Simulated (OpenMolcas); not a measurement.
**A workflow on BNH3 (SMILES B[NH])**

We compute a single-point energy (ROHF/STO-3G), then the energy (CASSCF(3,3)/STO-3G), then a single-point energy (CASPT2(3,3)/STO-3G), then a single-point energy (SC-NEVPT2(3,3)/STO-3G), then a single-point energy (MRCI(3,3)/STO-3G) of BNH3. 

The results are computed with OpenMolcas 26.06.

## 1. The molecule

The species is BNH3 (5 atoms), meant as a doublet with charge 0. As SMILES, `B[NH]`. The shape is that of a PBE0-D4/def2-TZVP optimisation.

Bond lengths: B1–N2 1.329 Å, B1–H3 1.210 Å, B1–H4 1.204 Å, N2–H5 0.999 Å. Angles: B1–N2–H5 163.9°, N2–B1–H3 118.8°, N2–B1–H4 121.2°, H3–B1–H4 119.9°.

## 2. A single-point energy at ROHF/STO-3G (run 1)

Input file struct.xyz:

```xyz
5

B     -0.310800    -0.370100    -0.091600
N      0.531200     0.655200    -0.019800
H     -0.414800    -1.107400     0.862500
H     -0.964100    -0.573100    -1.081900
H      1.208400     1.321700     0.289300
```

Input file step1.inp:

```
* BH3N Hartree-Fock

&GATEWAY
  BASLIB
  $CurrDir
  COORD
  struct.xyz
  BASIS
  STO-3G
  GROUP
  NoSym

&SEWARD

&SCF
  UHF
  SPIN
  2
  SCRAMBLE
  0.25
  PRORBITALS
  1 1

&RASSCF
  FILEORB
  $Project.UnaOrb
  SPIN
  2
  NACTEL
  1 0 0
  INACTIVE
  7
  RAS2
  1
  OUTORBITALS
  Canonical
  ORBLISTING
  Nothing
```

The basis set STO-3G is read from a file made from the Basis Set Exchange's data (not shown).

Run with:

```
$ export MOLCAS_MEM=1860
$ pymolcas step1.inp > step1.log
```

The program printed:

```text
--- Start Module: gateway ---
[...]
--- Stop Module: gateway /rc=_RC_ALL_IS_WELL_ ---
[...]
      Basis functions           13
[...]
--- Start Module: scf ---
[...]
       Convergence after  17 Iterations
[...]
::    Total SCF energy                                -79.8117339815
[...]
      Total spin, S                                     0.5145303786
[...]
--- Stop Module: scf /rc=_RC_ALL_IS_WELL_ ---
--- Start Module: rasscf ---
[...]
      Number of active orbitals                  1
[...]
      Spin quantum number                      0.5
[...]
      Active orbitals                            1
[...]
      Number of CSFs                             1
[...]
      Number of root(s) required                 1
[...]
      Convergence after  8 iterations
[...]
      printout of CI-coefficients larger than  0.05 for root  1
      energy=     -79.807206
      conf/sym  1     Coeff  Weight
             1  u   1.00000 1.00000
      Natural orbitals and occupation numbers for root  1
      sym 1:   1.000000
      ************************************************************************************************************************
      *                                                    Final results                                                     *
[...]
::    RASSCF root number  1 Total energy:    -79.80720584
[...]
      Total electronic charge=   15.000000
      Total            charge=   -0.000000
[...]
      Dipole Moment (debye):
      Origin of the operator (angstrom)=    0.1371    0.1690   -0.0433
                   X=  1.1925E+00               Y=  1.2911E+00               Z=  3.5923E-01           Total=  1.7939E+00
      Quadrupole Moment (debye*angstrom):
[...]
--- Stop Module: rasscf /rc=_RC_ALL_IS_WELL_ ---
[...]
```

It took 3.3 s on 1 thread of Intel Xeon Platinum 8259CL at 2.50GHz (Skylake/Cascade Lake), shared host; peak memory 0.37 GiB.

## 3. The energy at CASSCF(3,3)/STO-3G (run 2)

struct.xyz is that of step 2.

Input file step2.inp:

```
&GATEWAY
 BasLib=$CurrDir
 Coord=struct.xyz
 Basis=STO-3G
 Group=NoSym

&SEWARD

&RASSCF
 FileOrb=$CurrDir/step1.RasOrb
 Spin=2
 Nactel=3 0 0
 Inactive=6
 Ras2=3
 OrbListing=Nothing
```

The basis set STO-3G is read from a file made from the Basis Set Exchange's data (not shown).

Run with:

```
$ export MOLCAS_MEM=1860
$ pymolcas step2.inp > step2.log
```

The program printed:

```text
--- Start Module: gateway ---
[...]
--- Stop Module: gateway /rc=_RC_ALL_IS_WELL_ ---
--- Start Module: seward ---
[...]
      Basis functions           13
--- Stop Module: seward /rc=_RC_ALL_IS_WELL_ ---
--- Start Module: rasscf ---
[...]
      Number of active orbitals                  3
[...]
      Spin quantum number                      0.5
[...]
      Active orbitals                            3
[...]
      Number of CSFs                             8
[...]
      Number of root(s) required                 1
[...]
      Convergence after 16 iterations
[...]
      printout of CI-coefficients larger than  0.05 for root  1
      energy=     -79.820931
      conf/sym  111     Coeff  Weight
             1  2u0   0.99077 0.98162
             4  udu   0.05853 0.00343
             8  0u2   0.11752 0.01381
      Natural orbitals and occupation numbers for root  1
      sym 1:   1.967811   1.000000   0.032189
      ************************************************************************************************************************
      *                                                    Final results                                                     *
[...]
::    RASSCF root number  1 Total energy:    -79.82093076
[...]
      Total electronic charge=   15.000000
      Total            charge=   -0.000000
[...]
      Dipole Moment (debye):
      Origin of the operator (angstrom)=    0.1371    0.1690   -0.0433
                   X=  1.4880E+00               Y=  1.6457E+00               Z=  3.9239E-01           Total=  2.2531E+00
      Quadrupole Moment (debye*angstrom):
[...]
--- Stop Module: rasscf /rc=_RC_ALL_IS_WELL_ ---
[...]
```

Wall time 2.4 s (1 thread of Intel Xeon Platinum 8259CL at 2.50GHz (Skylake/Cascade Lake), shared host); peak memory 0.37 GiB.

## 4. The energy at CASPT2(3,3)/STO-3G (run 3)

struct.xyz is that of step 3.

Input file step3.inp:

```
* BH3N CASPT2

&GATEWAY
  BasLib=$CurrDir
  Coord=struct.xyz
  Basis=STO-3G
  Group=NoSym

&SEWARD

&RASSCF
  FileOrb=$CurrDir/step2.RasOrb
  Spin=2
  Nactel=3 0 0
  Inactive=6
  Ras2=3
  OrbListing=Nothing

&CASPT2
  Imaginary=0.1
  Frozen=2
```

The basis set STO-3G is read from a file made from the Basis Set Exchange's data (not shown).

Run with:

```
$ export MOLCAS_MEM=1860
$ pymolcas step3.inp > step3.log
```

The program printed:

```text
--- Start Module: gateway ---
[...]
--- Stop Module: gateway /rc=_RC_ALL_IS_WELL_ ---
[...]
      Basis functions           13
[...]
--- Start Module: rasscf ---
[...]
      Number of active orbitals                  3
[...]
      Spin quantum number                      0.5
[...]
      Active orbitals                            3
[...]
      Number of CSFs                             8
[...]
      Number of root(s) required                 1
[...]
      Convergence after  4 iterations
[...]
      printout of CI-coefficients larger than  0.05 for root  1
      energy=     -79.820931
      conf/sym  111     Coeff  Weight
             1  2u0   0.99077 0.98163
             4  udu   0.05852 0.00342
             8  0u2   0.11750 0.01381
      Natural orbitals and occupation numbers for root  1
      sym 1:   1.967821   1.000000   0.032179
      ************************************************************************************************************************
      *                                                    Final results                                                     *
[...]
::    RASSCF root number  1 Total energy:    -79.82093077
[...]
      Total electronic charge=   15.000000
      Total            charge=   -0.000000
[...]
      Dipole Moment (debye):
      Origin of the operator (angstrom)=    0.1371    0.1690   -0.0433
                   X=  1.4879E+00               Y=  1.6456E+00               Z=  3.9238E-01           Total=  2.2530E+00
      Quadrupole Moment (debye*angstrom):
[...]
--- Stop Module: rasscf /rc=_RC_ALL_IS_WELL_ ---
--- Start Module: caspt2 ---
[...]
      E2 (Variational):          -0.0695842398
      Total energy:             -79.8905150117
[...]
      Reference weight:           0.97187
[...]
::    CASPT2 Root  1     Total energy:    -79.89051501
[...]
--- Stop Module: caspt2 /rc=_RC_ALL_IS_WELL_ ---
[...]
```

It took 2.2 s on 1 thread of Intel Xeon Platinum 8259CL at 2.50GHz (Skylake/Cascade Lake), shared host; peak memory 0.37 GiB.

## 5. A single-point energy at SC-NEVPT2(3,3)/STO-3G (run 4)

struct.xyz is that of step 4.

Input file step4.inp:

```
&GATEWAY
 BasLib=$CurrDir
 Coord=struct.xyz
 Basis=STO-3G
 Group=NoSym

&SEWARD

&RASSCF
 FileOrb=$CurrDir/step2.RasOrb
 Spin=2
 Nactel=3 0 0
 Inactive=6
 Ras2=3
 OrbListing=Nothing

&CASPT2
 SC-NEVPT2
 Frozen=2
```

The basis set STO-3G is read from a file made from the Basis Set Exchange's data (not shown).

Run with:

```
$ export MOLCAS_MEM=1860
$ pymolcas step4.inp > step4.log
```

The program printed:

```text
--- Start Module: gateway ---
[...]
--- Stop Module: gateway /rc=_RC_ALL_IS_WELL_ ---
[...]
      Basis functions           13
[...]
--- Start Module: rasscf ---
[...]
      Number of active orbitals                  3
[...]
      Spin quantum number                      0.5
[...]
      Active orbitals                            3
[...]
      Number of CSFs                             8
[...]
      Number of root(s) required                 1
[...]
      Convergence after  4 iterations
[...]
      printout of CI-coefficients larger than  0.05 for root  1
      energy=     -79.820931
      conf/sym  111     Coeff  Weight
             1  2u0   0.99077 0.98163
             4  udu   0.05852 0.00342
             8  0u2   0.11750 0.01381
      Natural orbitals and occupation numbers for root  1
      sym 1:   1.967821   1.000000   0.032179
      ************************************************************************************************************************
      *                                                    Final results                                                     *
[...]
::    RASSCF root number  1 Total energy:    -79.82093077
[...]
      Total electronic charge=   15.000000
      Total            charge=   -0.000000
[...]
      Dipole Moment (debye):
      Origin of the operator (angstrom)=    0.1371    0.1690   -0.0433
                   X=  1.4879E+00               Y=  1.6456E+00               Z=  3.9238E-01           Total=  2.2530E+00
      Quadrupole Moment (debye*angstrom):
[...]
--- Stop Module: rasscf /rc=_RC_ALL_IS_WELL_ ---
--- Start Module: caspt2 ---
[...]
      E2 (Variational):          -0.0729650553
[...]
      E2 (Variational):          -0.0726210971
      Total energy:             -79.8935518690
[...]
      Reference weight:           0.96888
[...]
::    SC-NEVPT2 Root  1     Total energy:    -79.89355187
[...]
```

It took 2.2 s on 1 thread of Intel Xeon Platinum 8259CL at 2.50GHz (Skylake/Cascade Lake), shared host; peak memory 0.37 GiB.

## 6. The energy at MRCI(3,3)/STO-3G (run 5)

struct.xyz is that of step 5.

Input file step5.input:

```
&GATEWAY
  BasLib = $CurrDir
  Coord = struct.xyz
  Basis = STO-3G
  Group = NoSym

&SEWARD

&RASSCF
  FileOrb = $CurrDir/step2.RasOrb
  Spin = 2
  Nactel = 3 0 0
  Inactive = 6
  Ras2 = 3
  OrbListing = Nothing

&MOTRA
  LumOrb
  Frozen = 2

&GUGA
  Electrons = 11
  Spin = 2
  Inactive = 4
  Active = 3
  CIAll = 1

&MRCI
  SDCI
```

The basis set STO-3G is read from a file made from the Basis Set Exchange's data (not shown).

Run with:

```
$ export MOLCAS_MEM=1860
$ pymolcas step5.input > step5.log
```

The program printed:

```text
--- Start Module: gateway ---
[...]
--- Stop Module: gateway /rc=_RC_ALL_IS_WELL_ ---
[...]
      Basis functions           13
[...]
      Number of active orbitals                  3
[...]
      Spin quantum number                      0.5
[...]
      Active orbitals                            3
[...]
      Number of CSFs                             8
[...]
      Number of root(s) required                 1
[...]
      Convergence after  4 iterations
[...]
      printout of CI-coefficients larger than  0.05 for root  1
      energy=     -79.820931
      conf/sym  111     Coeff  Weight
             1  2u0   0.99077 0.98163
             4  udu   0.05852 0.00342
             8  0u2   0.11750 0.01381
      Natural orbitals and occupation numbers for root  1
      sym 1:   1.967821   1.000000   0.032179
      ************************************************************************************************************************
      *                                                    Final results                                                     *
[...]
::    RASSCF root number  1 Total energy:    -79.82093077
[...]
      Dipole Moment (debye):
      Origin of the operator (angstrom)=    0.1371    0.1690   -0.0433
                   X=  1.4879E+00               Y=  1.6456E+00               Z=  3.9238E-01           Total=  2.2530E+00
      Quadrupole Moment (debye*angstrom):
[...]
--- Start Module: guga ---
[...]
       (But an ACPF correction will be computed)
       USE THE DEFAULT ACPF G-VALUE GFAC=  0.18181818181818182
[...]
                      CI ENERGY:   -79.91531304
[...]
                ACPF CORRECTION:    -0.00492808
[...]
      Total electronic charge=   15.000000
      Total            charge=    0.000000
[...]
     ACPF CORRECTION:     -0.00492808
[...]
  CI State   1     Total energy:    -79.91531304     QDav:     -0.00609391     QACPF:     -0.00492808
[...]
```

Wall time 2.5 s (1 thread of Intel Xeon Platinum 8259CL at 2.50GHz (Skylake/Cascade Lake), shared host); peak memory 0.37 GiB.

## 7. Summary of results

| quantity | value |
| --- | --- |
| run 1, ROHF/STO-3G: total energy | -79.80721 Eh |
| run 1, ROHF/STO-3G: dipole moment | 1.79 D |
| run 2, CASSCF(3,3)/STO-3G: total energy | -79.82093 Eh |
| run 2, CASSCF(3,3)/STO-3G: dipole moment (CASSCF density) | 2.25 D |
| run 3, CASPT2(3,3)/STO-3G: total energy | -79.89052 Eh |
| run 3, CASPT2(3,3)/STO-3G: dipole moment (CASSCF density) | 2.25 D |
| run 4, SC-NEVPT2(3,3)/STO-3G: total energy | -79.89355 Eh |
| run 4, SC-NEVPT2(3,3)/STO-3G: dipole moment (CASSCF density) | 2.25 D |
| run 5, MRCI(3,3)/STO-3G: total energy | -79.91531 Eh |
| run 5, MRCI(3,3)/STO-3G: dipole moment (CASSCF density) | 2.25 D |

In words: Mulliken charges (run 2, CASSCF(3,3)/STO-3G) run from -0.29 on N2 to +0.24 on H5. Mulliken charges (run 3, CASPT2(3,3)/STO-3G) of the CASSCF density run from -0.29 on N2 to +0.24 on H5; they depend strongly on the basis. Mulliken charges (run 4, SC-NEVPT2(3,3)/STO-3G) of the CASSCF density run from -0.29 on N2 to +0.24 on H5.
